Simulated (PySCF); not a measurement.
## Sulfur: a sound run and one with changed settings

Sound run: S [Ne] 3s2 3p4, S⁺ [Ne] 3s2 3p3. Calculation: PySCF 2.14, in pcseg-2; the non-relativistic Hamiltonian (point nucleus). In the sound run the correlated levels freeze [Ne]. The sound run starts from symmetry-adapted Hartree-Fock orbitals and uses a fine grid where one is needed.

Changed run: all electrons correlated in a basis built for the valence shell.

| species | method | sound run (hartree) | changed run (hartree) | converged |
| --- | --- | --- | --- | --- |
| S | MP2 | -397.60962 | -397.66710 | yes |
| S | CCSD(T) | -397.63551 | -397.69171 | yes |
| S⁺ | MP2 | -397.24793 | -397.30543 | yes |
| S⁺ | CCSD(T) | -397.27021 | -397.32635 | yes |

Ionisation energy of S:

| method | sound run (eV) | changed run (eV) |
| --- | --- | --- |
| UHF | 9.235 | 9.235 |
| MP2 | 9.842 | 9.841 |
| SCS-MP2 | 9.919 | 9.917 |
| CCSD | 9.923 | 9.924 |
| CCSD(T) | 9.940 | 9.942 |

A valence basis has no tight correlating functions, so it recovers only part of the core correlation, and not evenly between atom and ion.

For comparison, NIST gives 10.360 eV between the lowest levels.
